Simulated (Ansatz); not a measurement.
Results of the Gaussian-basis code of Ansatz.

Basis-set series for AlH3NO (`[NH2][Al][OH]`) radical. The species carries charge 0 and has multiplicity 2. The structure was optimised at the PBE0-D4/def2-TZVP level. It is one conformer, not always the lowest.

Z-matrix (Å, degrees):
```
N
Al 1 1.769
H 1 1.006 2 125.0
H 1 1.009 2 124.1 3 180.0
O 2 1.706 1 116.1 3 -180.0
H 5 0.955 2 122.8 1 180.0
```

```json
{"functional": "PBE0-D4", "basis": "def2-TZVPP", "functions": "146", "energy (Eh)": "-374.07506", "HOMO (eV)": "-5.68", "LUMO (eV)": "-2.16"}
{"functional": "PBE0-D4", "basis": "def2-QZVPP", "functions": "274", "energy (Eh)": "-374.09155", "HOMO (eV)": "-5.73", "LUMO (eV)": "-2.23"}
{"functional": "ωB97M-V", "basis": "def2-TZVPP", "functions": "146", "energy (Eh)": "-374.26750", "HOMO (eV)": "-7.32", "LUMO (eV)": "-0.71"}
{"functional": "ωB97M-V", "basis": "def2-QZVPP", "functions": "274", "energy (Eh)": "-374.28394", "HOMO (eV)": "-7.41", "LUMO (eV)": "-0.83"}
```

(1) Give the rows for def2-SVP. (Estimate.)

## Answers

(1) The calculation gave: 
```tsv
functional	basis	functions	energy (Eh)	HOMO (eV)	LUMO (eV)
PBE0-D4	def2-SVP	61	-373.81792	-5.53	-2.09
ωB97M-V	def2-SVP	61	-374.00692	-7.17	-0.70
```

HOMO and LUMO are taken over both spins.
